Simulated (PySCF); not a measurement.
# CH5BO: NMR shifts and spin-spin couplings at several levels of theory

How much do the NMR shifts and spin-spin couplings of CH5BO (`BOC`) depend on the level of theory, and what does each level cost?

The runs use PySCF 2.14.0, with density-fitted response routines of our own; the level of theory stands in each step. All values are computed, except where a source is named. Atoms count from 0, in the outputs and in this text.

## Step 1: The starting structure

8 atoms, charge 0, multiplicity 1; geometry from: PBE0-D3(BJ)/def2-SVP.

Bonds of the start (Å): B0–O1 1.34, O1–C2 1.41, B0–H3 1.22, B0–H4 1.21, C2–H5 1.10, C2–H6 1.10, C2–H7 1.10.

## Step 2: Shielding tensors: PBE0/6-31G*

What the job is given:

```
{"job": {"kind": "nmr", "xc": "PBE0", "basis": "6-31G*", "pop": true}, "charge": 0, "multiplicity": 1}
B      1.360200     0.054611     0.050210
O      0.180326     0.526814     0.470175
C     -1.055675     0.015364     0.039022
H      1.404335    -0.867472    -0.740956
H      2.350019     0.587417     0.493950
H     -1.624624     0.813758    -0.461477
H     -0.925643    -0.828671    -0.658370
H     -1.633110    -0.322052     0.913095
```

Level: GIAO PBE0/6-31G* NMR shielding, non-relativistic, gas phase.

Started as:

```bash
$ OMP_NUM_THREADS=1 python probes_run.py task.json out
```

One launch serves the whole session: the jobs run in the order shown.

The program printed:

```text
coarse grid: 6360 points
cycle   1  E = -141.0020590660  dE =  1.231e-01  |g| = 5.007e-01  |ddm| = 2.309e+00
cycle   2  E = -140.9169284119  dE =  8.513e-02  |g| = 8.341e-01  |ddm| = 9.825e-01
cycle   3  E = -141.0510263235  dE = -1.341e-01  |g| = 5.125e-02  |ddm| = 6.453e-01
cycle   4  E = -141.0516325648  dE = -6.062e-04  |g| = 1.194e-02  |ddm| = 5.165e-02
cycle   5  E = -141.0516734122  dE = -4.085e-05  |g| = 2.437e-03  |ddm| = 1.368e-02
cycle   6  E = -141.0516747809  dE = -1.369e-06  |g| = 7.121e-04  |ddm| = 2.409e-03
final grid: 60488 points
cycle   7  E = -141.0289034298  dE = -6.211e-06  |g| = 7.107e-03  |ddm| = 1.242e-02
cycle   8  E = -141.0288926948  dE =  1.073e-05  |g| = 1.061e-02  |ddm| = 1.066e-02
cycle   9  E = -141.0289137209  dE = -2.103e-05  |g| = 9.720e-04  |ddm| = 6.639e-03
cycle  10  E = -141.0289139546  dE = -2.336e-07  |g| = 1.183e-04  |ddm| = 9.249e-04
cycle  11  E = -141.0289139580  dE = -3.401e-09  |g| = 3.030e-05  |ddm| = 1.205e-04
cycle  12  E = -141.0289139582  dE = -2.233e-10  |g| = 5.888e-06  |ddm| = 2.895e-05
converged SCF energy = -141.0289139582

GIAO shielding tensors (ppm)
atom      isotropic    diamagn.    paramagn.     s11        s22        s33       span
  0 B       69.955     198.525    -128.570     43.666     60.887    105.313     61.647
  1 O      150.647     385.229    -234.582    -69.674    150.368    371.248    440.921
  2 C      133.749     245.612    -111.863     99.026    114.317    187.905     88.879
  3 H       26.556      30.628      -4.072     25.258     26.907     27.503      2.245
  4 H       26.691      29.849      -3.158     26.264     26.348     27.461      1.198
  5 H       27.890      28.388      -0.498     24.911     26.430     32.329      7.418
  6 H       28.106      29.210      -1.104     25.978     26.951     31.388      5.410
  7 H       27.886      28.365      -0.479     24.903     26.458     32.298      7.395
```

Run time: 2.7 s. Hardware: 1 thread of Arm Neoverse V1, shared host; peak memory 0.32 GiB.

The references, computed at this level on geometries of the same kind, shield at (ppm): 1H TMS 31.96, 13C TMS 194.1, 17O H2O 324.2, 11B BF3·OEt2 112.3. Their shielding less the atom's gives the shift. The references are single molecules in the gas phase, so shifts against H2O, NH3, PH3, H3PO4 or CFCl3 are not on the usual liquid scales and can be off by tens of ppm. Atoms listed in one row are averaged.

| atoms | environment | σ (ppm) | δ (ppm) |
| --- | --- | --- | --- |
| C2 | methyl carbon bonded to O | 133.7 | 60.4 |
| H3, H4 | hydrogen on a boron bonded to O | 26.62 | 5.34 |
| H5, H6, H7 | hydrogen on a methyl carbon bonded to O | 27.96 | 4.00 |
| B0 | boron bonded to O, 2 H | 70.0 | 42.3 |
| O1 | oxygen bonded to C, B | 150.6 | 173.5 |

The run also stored atomic charges by several schemes (e):

| atoms | Mulliken | IAO | Hirshfeld | ESP fit |
| --- | --- | --- | --- | --- |
| B0 | 0.17 | 0.15 | 0.15 | 0.43 |
| O1 | -0.35 | -0.34 | -0.15 | -0.31 |
| C2 | -0.27 | -0.20 | -0.01 | -0.08 |

Mayer bond orders: B0–O1 1.35, O1–C2 0.90.

## Step 3: Shielding tensors: PBE0/6-311+G(2d,p)

Same as in step 2 but for these lines:

```diff
@@ -1,2 +1,2 @@
-{"job": {"kind": "nmr", "xc": "PBE0", "basis": "6-31G*", "pop": true}, "charge": 0, "multiplicity": 1}
+{"job": {"kind": "nmr", "xc": "PBE0", "basis": "6-311+G(2d,p)", "pop": true}, "charge": 0, "multiplicity": 1}
 B      1.360200     0.054611     0.050210
```

Method: GIAO PBE0/6-311+G(2d,p) NMR shielding, non-relativistic, gas phase.

The program printed:

```text
coarse grid: 6360 points
cycle   1  E = -141.0235771014  dE =  1.290e-01  |g| = 5.216e-01  |ddm| = 2.050e+00
cycle   2  E = -140.9255135773  dE =  9.806e-02  |g| = 8.977e-01  |ddm| = 7.984e-01
cycle   3  E = -141.0731564207  dE = -1.476e-01  |g| = 5.803e-02  |ddm| = 5.105e-01
cycle   4  E = -141.0738416088  dE = -6.852e-04  |g| = 1.408e-02  |ddm| = 4.772e-02
cycle   5  E = -141.0738918176  dE = -5.021e-05  |g| = 3.252e-03  |ddm| = 1.359e-02
cycle   6  E = -141.0738941489  dE = -2.331e-06  |g| = 8.034e-04  |ddm| = 2.471e-03
final grid: 60488 points
cycle   7  E = -141.0756739109  dE = -2.355e-05  |g| = 8.571e-03  |ddm| = 2.275e-02
cycle   8  E = -141.0756566794  dE =  1.723e-05  |g| = 1.321e-02  |ddm| = 9.599e-03
cycle   9  E = -141.0756862041  dE = -2.952e-05  |g| = 1.140e-03  |ddm| = 6.349e-03
cycle  10  E = -141.0756864958  dE = -2.918e-07  |g| = 1.788e-04  |ddm| = 8.169e-04
cycle  11  E = -141.0756865025  dE = -6.700e-09  |g| = 5.515e-05  |ddm| = 1.375e-04
cycle  12  E = -141.0756865034  dE = -8.190e-10  |g| = 7.897e-06  |ddm| = 4.549e-05
converged SCF energy = -141.0756865034

GIAO shielding tensors (ppm)
atom      isotropic    diamagn.    paramagn.     s11        s22        s33       span
  0 B       56.958     193.325    -136.366     29.436     45.512     95.928     66.492
  1 O      130.449     383.223    -252.774    -97.746    126.710    362.382    460.128
  2 C      123.824     244.447    -120.623     86.295    101.452    183.725     97.430
  3 H       26.086      29.356      -3.270     24.718     26.374     27.164      2.446
  4 H       26.336      29.113      -2.777     25.894     26.179     26.934      1.039
  5 H       27.463      29.599      -2.136     24.568     25.824     31.999      7.431
  6 H       27.579      29.327      -1.748     25.697     26.198     30.840      5.143
  7 H       27.460      29.608      -2.148     24.562     25.847     31.971      7.410
```

It took 5.4 s on 1 thread of Arm Neoverse V1, shared host; peak memory 0.46 GiB.

In short: δ C2 62.6, B0 45.5, O1 196.1, H3 5.30, H5 4.01 ppm (means over like atoms).

## Step 4: Shielding tensors: PBE0/def2-SVP

Same as in step 3 but for these lines:

```diff
@@ -1,2 +1,2 @@
-{"job": {"kind": "nmr", "xc": "PBE0", "basis": "6-311+G(2d,p)", "pop": true}, "charge": 0, "multiplicity": 1}
+{"job": {"kind": "nmr", "xc": "PBE0", "basis": "def2-SVP", "pop": true}, "charge": 0, "multiplicity": 1}
 B      1.360200     0.054611     0.050210
```

With the program's defaults for keys left out, this is: GIAO PBE0/def2-SVP NMR shielding, non-relativistic, gas phase.

The program printed:

```text
coarse grid: 6360 points
cycle   1  E = -140.8540319546  dE =  1.111e-01  |g| = 4.871e-01  |ddm| = 2.601e+00
cycle   2  E = -140.7718979996  dE =  8.213e-02  |g| = 8.165e-01  |ddm| = 1.049e+00
cycle   3  E = -140.8997328434  dE = -1.278e-01  |g| = 5.092e-02  |ddm| = 6.972e-01
cycle   4  E = -140.9003051231  dE = -5.723e-04  |g| = 1.230e-02  |ddm| = 5.568e-02
cycle   5  E = -140.9003438320  dE = -3.871e-05  |g| = 3.618e-03  |ddm| = 1.594e-02
cycle   6  E = -140.9003469191  dE = -3.087e-06  |g| = 8.189e-04  |ddm| = 3.488e-03
final grid: 60488 points
cycle   7  E = -140.9277902752  dE = -1.218e-05  |g| = 7.601e-03  |ddm| = 1.517e-02
cycle   8  E = -140.9277758160  dE =  1.446e-05  |g| = 1.178e-02  |ddm| = 1.242e-02
cycle   9  E = -140.9278014937  dE = -2.568e-05  |g| = 8.938e-04  |ddm| = 8.041e-03
cycle  10  E = -140.9278016950  dE = -2.013e-07  |g| = 1.123e-04  |ddm| = 9.334e-04
cycle  11  E = -140.9278016979  dE = -2.897e-09  |g| = 3.318e-05  |ddm| = 1.354e-04
cycle  12  E = -140.9278016982  dE = -3.039e-10  |g| = 6.628e-06  |ddm| = 4.152e-05
converged SCF energy = -140.9278016982

GIAO shielding tensors (ppm)
atom      isotropic    diamagn.    paramagn.     s11        s22        s33       span
  0 B       66.943     199.900    -132.957     38.630     56.398    105.800     67.169
  1 O      145.214     383.750    -238.537    -81.072    138.393    378.320    459.391
  2 C      133.347     242.815    -109.469     96.976    113.670    189.395     92.419
  3 H       26.081      31.399      -5.317     24.789     26.511     26.945      2.156
  4 H       26.383      30.215      -3.832     25.948     26.049     27.153      1.205
  5 H       27.369      28.413      -1.044     24.361     25.731     32.014      7.652
  6 H       27.595      29.859      -2.264     25.546     26.265     30.974      5.429
  7 H       27.364      28.359      -0.994     24.350     25.756     31.987      7.637
```

Wall time 3.1 s (1 thread of Arm Neoverse V1, shared host); peak memory 0.46 GiB.

In short: δ C2 60.4, B0 43.7, O1 197.8, H3 5.11, H5 3.90 ppm (means over like atoms).

## Step 5: NMR shieldings: PBE0/def2-TZVP

Same as in step 4 but for these lines:

```diff
@@ -1,2 +1,2 @@
-{"job": {"kind": "nmr", "xc": "PBE0", "basis": "def2-SVP", "pop": true}, "charge": 0, "multiplicity": 1}
+{"job": {"kind": "nmr", "xc": "PBE0", "basis": "def2-TZVP", "pop": true}, "charge": 0, "multiplicity": 1}
 B      1.360200     0.054611     0.050210
```

Method: GIAO PBE0/def2-TZVP NMR shielding, non-relativistic, gas phase.

The program printed:

```text
coarse grid: 6360 points
cycle   1  E = -141.0392685040  dE =  1.269e-01  |g| = 5.298e-01  |ddm| = 1.852e+00
cycle   2  E = -140.9405860213  dE =  9.868e-02  |g| = 9.060e-01  |ddm| = 7.654e-01
cycle   3  E = -141.0899120874  dE = -1.493e-01  |g| = 5.933e-02  |ddm| = 4.994e-01
cycle   4  E = -141.0906320129  dE = -7.199e-04  |g| = 1.489e-02  |ddm| = 4.926e-02
cycle   5  E = -141.0906887101  dE = -5.670e-05  |g| = 3.184e-03  |ddm| = 1.382e-02
cycle   6  E = -141.0906909314  dE = -2.221e-06  |g| = 8.258e-04  |ddm| = 2.627e-03
final grid: 60488 points
cycle   7  E = -141.0877056135  dE = -3.643e-05  |g| = 7.819e-03  |ddm| = 3.762e-02
cycle   8  E = -141.0876920601  dE =  1.355e-05  |g| = 1.195e-02  |ddm| = 8.115e-03
cycle   9  E = -141.0877161608  dE = -2.410e-05  |g| = 1.080e-03  |ddm| = 5.200e-03
cycle  10  E = -141.0877164220  dE = -2.612e-07  |g| = 1.710e-04  |ddm| = 7.811e-04
cycle  11  E = -141.0877164280  dE = -6.018e-09  |g| = 5.647e-05  |ddm| = 1.270e-04
cycle  12  E = -141.0877164289  dE = -8.517e-10  |g| = 8.046e-06  |ddm| = 4.458e-05
converged SCF energy = -141.0877164289

GIAO shielding tensors (ppm)
atom      isotropic    diamagn.    paramagn.     s11        s22        s33       span
  0 B       56.853     199.515    -142.662     28.631     45.588     96.339     67.708
  1 O      127.664     379.587    -251.923   -107.304    124.878    365.419    472.723
  2 C      123.116     244.443    -121.327     85.308    100.534    183.506     98.199
  3 H       26.052      30.545      -4.493     24.638     26.353     27.164      2.526
  4 H       26.295      29.628      -3.333     25.805     26.183     26.898      1.093
  5 H       27.453      28.829      -1.376     24.602     25.813     31.943      7.341
  6 H       27.610      29.611      -2.001     25.873     26.159     30.799      4.926
  7 H       27.447      28.797      -1.350     24.590     25.834     31.916      7.326
```

Run time: 6.2 s. Hardware: 1 thread of Arm Neoverse V1, shared host; peak memory 0.5 GiB.

This run: δ C2 63.5, B0 45.8, O1 204.9, H3 5.31, H5 3.98 ppm (means over like atoms).

## Step 6: Nuclear shieldings: PBE0/cc-pVDZ

Same as in step 5 but for these lines:

```diff
@@ -1,2 +1,2 @@
-{"job": {"kind": "nmr", "xc": "PBE0", "basis": "def2-TZVP", "pop": true}, "charge": 0, "multiplicity": 1}
+{"job": {"kind": "nmr", "xc": "PBE0", "basis": "cc-pVDZ", "pop": true}, "charge": 0, "multiplicity": 1}
 B      1.360200     0.054611     0.050210
```

With the program's defaults for keys left out, this is: GIAO PBE0/cc-pVDZ NMR shielding, non-relativistic, gas phase.

The program printed:

```text
coarse grid: 6360 points
cycle   1  E = -140.9849447426  dE =  1.478e-01  |g| = 4.911e-01  |ddm| = 4.990e+00
cycle   2  E = -140.8984550578  dE =  8.649e-02  |g| = 8.326e-01  |ddm| = 1.585e+00
cycle   3  E = -141.0313532419  dE = -1.329e-01  |g| = 5.052e-02  |ddm| = 9.682e-01
cycle   4  E = -141.0319316880  dE = -5.784e-04  |g| = 1.198e-02  |ddm| = 1.149e-01
cycle   5  E = -141.0319704283  dE = -3.874e-05  |g| = 3.096e-03  |ddm| = 3.376e-02
cycle   6  E = -141.0319726560  dE = -2.228e-06  |g| = 8.244e-04  |ddm| = 6.607e-03
final grid: 60488 points
cycle   7  E = -141.0373007220  dE = -1.082e-05  |g| = 7.086e-03  |ddm| = 3.579e-02
cycle   8  E = -141.0372898401  dE =  1.088e-05  |g| = 1.062e-02  |ddm| = 2.216e-02
cycle   9  E = -141.0373107964  dE = -2.096e-05  |g| = 1.032e-03  |ddm| = 1.266e-02
cycle  10  E = -141.0373110576  dE = -2.612e-07  |g| = 1.237e-04  |ddm| = 1.890e-03
cycle  11  E = -141.0373110613  dE = -3.781e-09  |g| = 3.092e-05  |ddm| = 3.137e-04
cycle  12  E = -141.0373110616  dE = -2.531e-10  |g| = 6.011e-06  |ddm| = 7.022e-05
converged SCF energy = -141.0373110616

GIAO shielding tensors (ppm)
atom      isotropic    diamagn.    paramagn.     s11        s22        s33       span
  0 B       69.472     201.296    -131.824     42.361     58.538    107.515     65.154
  1 O      140.871     378.494    -237.623    -87.652    135.460    374.806    462.459
  2 C      135.559     244.270    -108.711     98.834    115.536    192.307     93.472
  3 H       25.962      31.413      -5.451     24.811     26.307     26.768      1.957
  4 H       26.203      30.505      -4.302     25.751     26.046     26.812      1.060
  5 H       27.216      28.509      -1.293     24.223     25.579     31.846      7.624
  6 H       27.428      29.869      -2.441     25.573     26.034     30.678      5.105
  7 H       27.211      28.457      -1.246     24.220     25.596     31.817      7.598
```

Run time: 3.3 s. Hardware: 1 thread of Arm Neoverse V1, shared host; peak memory 0.37 GiB.

In short: δ C2 61.2, B0 44.3, O1 202.5, H3 5.21, H5 4.00 ppm (means over like atoms).

## Step 7: Nuclear shieldings: PBE0/cc-pVTZ

Same as in step 6 but for these lines:

```diff
@@ -1,2 +1,2 @@
-{"job": {"kind": "nmr", "xc": "PBE0", "basis": "cc-pVDZ", "pop": true}, "charge": 0, "multiplicity": 1}
+{"job": {"kind": "nmr", "xc": "PBE0", "basis": "cc-pVTZ", "pop": true}, "charge": 0, "multiplicity": 1}
 B      1.360200     0.054611     0.050210
```

Level: GIAO PBE0/cc-pVTZ NMR shielding, non-relativistic, gas phase.

The program printed:

```text
coarse grid: 6360 points
cycle   1  E = -141.0374317746  dE =  1.251e-01  |g| = 5.290e-01  |ddm| = 5.443e+00
cycle   2  E = -140.9406934705  dE =  9.674e-02  |g| = 9.024e-01  |ddm| = 1.602e+00
cycle   3  E = -141.0876450850  dE = -1.470e-01  |g| = 6.016e-02  |ddm| = 1.006e+00
cycle   4  E = -141.0883817916  dE = -7.367e-04  |g| = 1.477e-02  |ddm| = 1.185e-01
cycle   5  E = -141.0884365808  dE = -5.479e-05  |g| = 3.225e-03  |ddm| = 3.367e-02
cycle   6  E = -141.0884388242  dE = -2.243e-06  |g| = 8.431e-04  |ddm| = 6.325e-03
final grid: 60488 points
cycle   7  E = -141.0840815212  dE = -4.490e-05  |g| = 8.235e-03  |ddm| = 7.400e-02
cycle   8  E = -141.0840663610  dE =  1.516e-05  |g| = 1.267e-02  |ddm| = 2.362e-02
cycle   9  E = -141.0840931250  dE = -2.676e-05  |g| = 1.095e-03  |ddm| = 1.375e-02
cycle  10  E = -141.0840933950  dE = -2.700e-07  |g| = 1.622e-04  |ddm| = 1.921e-03
cycle  11  E = -141.0840934003  dE = -5.290e-09  |g| = 5.880e-05  |ddm| = 3.559e-04
cycle  12  E = -141.0840934012  dE = -9.140e-10  |g| = 8.255e-06  |ddm| = 1.224e-04
converged SCF energy = -141.0840934012

GIAO shielding tensors (ppm)
atom      isotropic    diamagn.    paramagn.     s11        s22        s33       span
  0 B       57.488     198.731    -141.243     29.966     45.978     96.520     66.554
  1 O      129.710     383.080    -253.370   -103.495    127.080    365.544    469.039
  2 C      124.106     241.657    -117.551     86.563    102.248    183.508     96.946
  3 H       26.009      30.327      -4.318     24.601     26.289     27.136      2.535
  4 H       26.254      29.744      -3.489     25.752     26.167     26.844      1.091
  5 H       27.249      28.746      -1.496     24.363     25.588     31.798      7.435
  6 H       27.396      29.369      -1.973     25.680     25.932     30.576      4.897
  7 H       27.243      28.712      -1.469     24.351     25.609     31.770      7.420
```

Wall time 8.3 s (1 thread of Arm Neoverse V1, shared host); peak memory 0.61 GiB.

This run: δ C2 63.2, B0 45.3, O1 205.1, H3 5.16, H5 3.99 ppm (means over like atoms).

## Step 8: NMR shieldings: PBE0/aug-cc-pVDZ

Same as in step 7 but for these lines:

```diff
@@ -1,2 +1,2 @@
-{"job": {"kind": "nmr", "xc": "PBE0", "basis": "cc-pVTZ", "pop": true}, "charge": 0, "multiplicity": 1}
+{"job": {"kind": "nmr", "xc": "PBE0", "basis": "aug-cc-pVDZ", "pop": true}, "charge": 0, "multiplicity": 1}
 B      1.360200     0.054611     0.050210
```

Level: GIAO PBE0/aug-cc-pVDZ NMR shielding, non-relativistic, gas phase.

The program printed:

```text
coarse grid: 6360 points
cycle   1  E = -140.9938748586  dE =  1.429e-01  |g| = 4.883e-01  |ddm| = 6.119e+00
cycle   2  E = -140.9037176570  dE =  9.016e-02  |g| = 8.431e-01  |ddm| = 1.663e+00
cycle   3  E = -141.0400764906  dE = -1.364e-01  |g| = 5.001e-02  |ddm| = 9.191e-01
cycle   4  E = -141.0406315547  dE = -5.551e-04  |g| = 1.210e-02  |ddm| = 1.237e-01
cycle   5  E = -141.0406714589  dE = -3.990e-05  |g| = 2.932e-03  |ddm| = 4.161e-02
cycle   6  E = -141.0406735021  dE = -2.043e-06  |g| = 7.479e-04  |ddm| = 6.613e-03
final grid: 60488 points
cycle   7  E = -141.0460119658  dE = -1.271e-05  |g| = 7.143e-03  |ddm| = 7.001e-02
cycle   8  E = -141.0460007876  dE =  1.118e-05  |g| = 1.075e-02  |ddm| = 2.465e-02
cycle   9  E = -141.0460220389  dE = -2.125e-05  |g| = 1.088e-03  |ddm| = 1.304e-02
cycle  10  E = -141.0460223279  dE = -2.890e-07  |g| = 1.268e-04  |ddm| = 1.988e-03
cycle  11  E = -141.0460223318  dE = -3.883e-09  |g| = 3.469e-05  |ddm| = 3.447e-04
cycle  12  E = -141.0460223321  dE = -3.275e-10  |g| = 6.794e-06  |ddm| = 9.501e-05
converged SCF energy = -141.0460223321

GIAO shielding tensors (ppm)
atom      isotropic    diamagn.    paramagn.     s11        s22        s33       span
  0 B       65.556     229.753    -164.197     38.124     55.214    103.330     65.205
  1 O      145.681     363.002    -217.320    -73.357    141.154    369.246    442.603
  2 C      134.428     206.713     -72.285     97.872    112.859    192.554     94.681
  3 H       25.866      31.343      -5.476     24.604     26.204     26.790      2.186
  4 H       26.082      26.856      -0.774     25.704     25.921     26.620      0.915
  5 H       27.236      27.449      -0.213     24.276     25.660     31.770      7.494
  6 H       27.387      28.676      -1.290     25.505     25.985     30.670      5.165
  7 H       27.230      27.539      -0.308     24.266     25.681     31.744      7.478
```

Run time: 5.5 s. Hardware: 1 thread of Arm Neoverse V1, shared host; peak memory 0.48 GiB.

Key values: δ C2 60.7, B0 44.6, O1 190.2, H3 5.42, H5 4.11 ppm (means over like atoms).

## Step 9: Shielding tensors: PBE0/IGLO-III

Same as in step 8 but for these lines:

```diff
@@ -1,2 +1,2 @@
-{"job": {"kind": "nmr", "xc": "PBE0", "basis": "aug-cc-pVDZ", "pop": true}, "charge": 0, "multiplicity": 1}
+{"job": {"kind": "nmr", "xc": "PBE0", "basis": "IGLO-III", "pop": true}, "charge": 0, "multiplicity": 1}
 B      1.360200     0.054611     0.050210
```

Method: GIAO PBE0/IGLO-III NMR shielding, non-relativistic, gas phase.

The program printed:

```text
coarse grid: 6360 points
cycle   1  E = -141.0383355442  dE =  1.266e-01  |g| = 5.340e-01  |ddm| = 1.597e+00
cycle   2  E = -140.9374000413  dE =  1.009e-01  |g| = 9.173e-01  |ddm| = 6.741e-01
cycle   3  E = -141.0890756976  dE = -1.517e-01  |g| = 6.063e-02  |ddm| = 4.425e-01
cycle   4  E = -141.0898027948  dE = -7.271e-04  |g| = 1.496e-02  |ddm| = 3.307e-02
cycle   5  E = -141.0898584082  dE = -5.561e-05  |g| = 3.241e-03  |ddm| = 1.053e-02
cycle   6  E = -141.0898606930  dE = -2.285e-06  |g| = 7.980e-04  |ddm| = 1.827e-03
final grid: 60488 points
cycle   7  E = -141.0918071810  dE = -4.621e-05  |g| = 7.216e-03  |ddm| = 3.282e-02
cycle   8  E = -141.0917968806  dE =  1.030e-05  |g| = 1.072e-02  |ddm| = 6.150e-03
cycle   9  E = -141.0918159556  dE = -1.907e-05  |g| = 1.118e-03  |ddm| = 3.851e-03
cycle  10  E = -141.0918162226  dE = -2.670e-07  |g| = 1.899e-04  |ddm| = 6.229e-04
cycle  11  E = -141.0918162300  dE = -7.417e-09  |g| = 6.209e-05  |ddm| = 1.145e-04
cycle  12  E = -141.0918162310  dE = -1.012e-09  |g| = 9.095e-06  |ddm| = 3.641e-05
cycle  13  E = -141.0918162310  dE = -1.637e-11  |g| = 1.298e-06  |ddm| = 4.470e-06
converged SCF energy = -141.0918162310

GIAO shielding tensors (ppm)
atom      isotropic    diamagn.    paramagn.     s11        s22        s33       span
  0 B       51.602     194.713    -143.111     22.320     40.781     91.705     69.385
  1 O      124.830     381.827    -256.997   -110.834    120.871    364.453    475.287
  2 C      118.936     247.903    -128.968     79.927     96.125    180.755    100.829
  3 H       26.011      30.209      -4.198     24.662     26.271     27.101      2.439
  4 H       26.243      29.335      -3.093     25.759     26.112     26.857      1.098
  5 H       27.308      28.604      -1.296     24.390     25.699     31.835      7.445
  6 H       27.480      29.813      -2.333     25.630     26.097     30.712      5.081
  7 H       27.303      28.551      -1.248     24.379     25.723     31.806      7.427
```

Run time: 8 s. Hardware: 1 thread of Arm Neoverse V1, shared host; peak memory 0.56 GiB.

This run: δ C2 64.8, B0 48.3, O1 202.4, H3 5.25, H5 4.01 ppm (means over like atoms).

(Part 1 of 2 ends here.)
